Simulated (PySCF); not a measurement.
C2H2N (charge -1).
Cartesian coordinates in Å at the PBE0-D3(BJ)/def2-SVP level; atoms count from 1:
```xyz
5
C2H2N angstrom
C     -0.5623    0.0089    0.0049
C      0.8162   -0.0107   -0.0224
N      2.0031   -0.0274   -0.0457
H     -1.1061    0.9573   -0.0159
H     -1.1336   -0.9225    0.0447
```

The closed-shell ground state was solved at several levels (PySCF, density fitting, gas phase, non-relativistic). The geometry's basis has no diffuse functions, a weakness for an anion. Where the HOMO energy is positive, the finite basis confines the outermost electrons. No diffuse functions stand in pcJ-1, pcSseg-1 and pcSseg-2, which bears on an anion's orbital energies.

```json
{"level": "PBE0/pcSseg-1", "basis functions": "61", "HOMO (eV)": "1.10", "LUMO (eV)": "7.10", "gap (eV)": "6.00"}
{"level": "PBE/pcSseg-2", "basis functions": "136", "HOMO (eV)": "1.78", "LUMO (eV)": "4.78", "gap (eV)": "3.00"}
{"level": "wB97X-D/def2-SVPD", "basis functions": "76", "HOMO (eV)": "-1.03", "LUMO (eV)": "6.89", "gap (eV)": "7.92"}
```

(1) Estimate the row for B3LYP/pcJ-1, a basis of 101 functions; the other rows only guide the guess.

(2) Over all these levels, which gives the widest orbital gap and which the narrowest?

Results:

(1) HOMO 1.33 eV, LUMO 6.77 eV, gap 5.44 eV.

(2) wB97X-D/def2-SVPD (range-separated hybrid) has the widest, 7.92 eV, and PBE/pcSseg-2 (GGA) the narrowest, 3.00 eV. Functional and basis both differ between the two, so the spread mixes both effects.
